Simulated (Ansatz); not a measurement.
# CH₈BN: how energies converge with the basis set

One table from this session's results is given with a row withheld; the runs are named, their logs left out.

Program: Ansatz 0.2.0, Gaussian basis. Level of theory: one geometry, several basis sets. These are calculated values, not measurements.

Plan: PBE0-D4/def2-SVP; ωB97M-V/def2-SVP; PBE0-D4/def2-QZVPP; ωB97M-V/def2-QZVPP; the functionals' def2-TZVPP values are taken from earlier runs.

**The relaxed structure**

The geometry comes from an earlier relaxation with PBE0-D4 in a triple-zeta def2 set; it is a stationary point, not always the lowest conformer.

SMILES `[BH3-][NH2+]C`, 11 atoms, charge 0, spin multiplicity 1.

Atoms are counted from 1 here; the program's logs count them from 0.

Bond lengths: B1–N2 1.626 Å, B1–H4 1.214 Å, B1–H5 1.214 Å, B1–H6 1.214 Å, N2–C3 1.469 Å, N2–H7 1.016 Å, N2–H8 1.016 Å, C3–H9 1.089 Å, C3–H10 1.089 Å, C3–H11 1.092 Å. Angles: N2–B1–H4 105.5°, N2–B1–H5 105.4°, N2–B1–H6 105.4°, H4–B1–H5 113.2°, H4–B1–H6 113.2°, H5–B1–H6 113.1°, B1–N2–C3 114.0°, B1–N2–H7 108.2°, B1–N2–H8 108.2°, C3–N2–H7 109.9°, C3–N2–H8 109.9°, H7–N2–H8 106.4°, N2–C3–H9 108.2°, N2–C3–H10 108.2°, N2–C3–H11 111.8°, H9–C3–H10 108.3°, H9–C3–H11 110.1°, H10–C3–H11 110.1°.

Set-up of the first run:

The input, in.yaml:

```yaml
crystal:
  periodic: [false, false, false]
  atoms:
    - {symbol: B, position_ang: [-0.828358, 1.031955, -0.205076]}
    - {symbol: N, position_ang: [-0.349479, -0.497497, 0.070818]}
    - {symbol: C, position_ang: [1.107800, -0.661120, 0.155164]}
    - {symbol: H, position_ang: [-2.040875, 0.990962, -0.245446]}
    - {symbol: H, position_ang: [-0.325056, 1.341676, -1.265749]}
    - {symbol: H, position_ang: [-0.402893, 1.677497, 0.731151]}
    - {symbol: H, position_ang: [-0.783516, -0.815184, 0.932344]}
    - {symbol: H, position_ang: [-0.721032, -1.084658, -0.669946]}
    - {symbol: H, position_ang: [1.475696, -0.024131, 0.957630]}
    - {symbol: H, position_ang: [1.543466, -0.317096, -0.781264]}
    - {symbol: H, position_ang: [1.389847, -1.699402, 0.341075]}
basis:
  gaussian: {orbitals: def2-SVP}
hamiltonian: {xc: pbe0, dispersion: d4}
output: {orbitals: {seedname: orbitals}}
```

Steps of the session up to this table: PBE0-D4 in def2-SVP; ωB97M-V in def2-SVP; PBE0-D4 in def2-QZVPP; ωB97M-V in def2-QZVPP.

One table of the session follows, with a row left open; its other results are not shown here.

It belongs to the step «Density functionals: the series». 

```
functional       basis  HOMO (eV)  LUMO (eV)
   PBE0-D4    def2-SVP          ?          ?
   PBE0-D4  def2-TZVPP      -7.74       0.23
   PBE0-D4  def2-QZVPP      -7.75      -0.13
   ωB97M-V    def2-SVP      -9.88       2.48
   ωB97M-V  def2-TZVPP     -10.10       1.63
   ωB97M-V  def2-QZVPP     -10.11       0.99
```

Q: Estimate the row for PBE0-D4, def2-SVP from the others.

As computed: HOMO (eV): -7.58; LUMO (eV): 0.84. In the column «HOMO (eV)» it is the highest.
